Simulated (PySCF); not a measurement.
**ClFH3P, a complex of two parts: interaction energy**

One table from this session's results is given with a row withheld; the runs are named, their logs left out.

Computed with PySCF 2.14.0; each step states its level. No surroundings beyond the atoms listed, unless a continuum is named. Atoms count from 0, parts from 1.

## Starting point

6 atoms, charge 0, multiplicity 1; geometry: GFN1-xTB. Parts: 1 = atoms 0–3, `FP`, charge 0; 2 = atoms 4–5, `Cl`, charge 0.

Set-up of the first run:

The job: settings as JSON, then the geometry in Å.

```
{"job": {"xc": "PBE0", "basis": "def2-SVPD", "d3": "d3bj", "grid": 2, "kind": "geom", "shake": 0.01}, "charge": 0, "multiplicity": 1, "parts": [{"atoms": "0-3", "charge": 0, "multiplicity": 1}, {"atoms": "4-5", "charge": 0, "multiplicity": 1}]}
F      0.426207    -1.020099    -0.644145
P     -0.299503    -0.239755     0.624886
H     -1.558482    -0.104960    -0.027117
H      0.141957     1.041764     0.143961
Cl    -1.203823    -2.981613     0.847141
H     -0.402468    -3.197854    -0.098496
```

Run with:

```
OMP_NUM_THREADS=1 python cluster_run.py task.json out
```

The driver reads the jobs from task.json and runs them one after another.

Among the steps run: Optimising the geometry at PBE0-D3(BJ)/def2-SVPD; Coupled-cluster interaction energy: CCSD(T) and MP2.

One of the session's tables, all rows but one given; the rest of the session is left out.

It belongs to the step «Coupled-cluster interaction energy: CCSD(T) and MP2». 

| method | interaction energy (kcal/mol) |
| --- | --- |
| HF/aug-cc-pVDZ | -1.33 |
| MP2/aug-cc-pVDZ | ? |
| CCSD/aug-cc-pVDZ | -2.27 |
| CCSD(T)/aug-cc-pVDZ | -2.48 |
| HF/aug-cc-pVTZ | -1.07 |
| MP2/aug-cc-pVTZ | -2.91 |
| SCS-MP2/aug-cc-pVTZ | -2.27 |
| MP2, extrapolated | -3.08 |
| CCSD(T), limit estimate | -2.82 |

Q: Estimate the row for MP2/aug-cc-pVDZ from the others.

As computed: interaction energy (kcal/mol): -2.74. In the column «interaction energy (kcal/mol)» it lies between CCSD(T), limit estimate (-2.82) and CCSD(T)/aug-cc-pVDZ (-2.48).

To keep in mind: The interaction energy leaves out the deformation of the parts, 0.47 kcal/mol (MP2); added to the CCSD(T) estimate it gives a binding of about -2.35 kcal/mol.
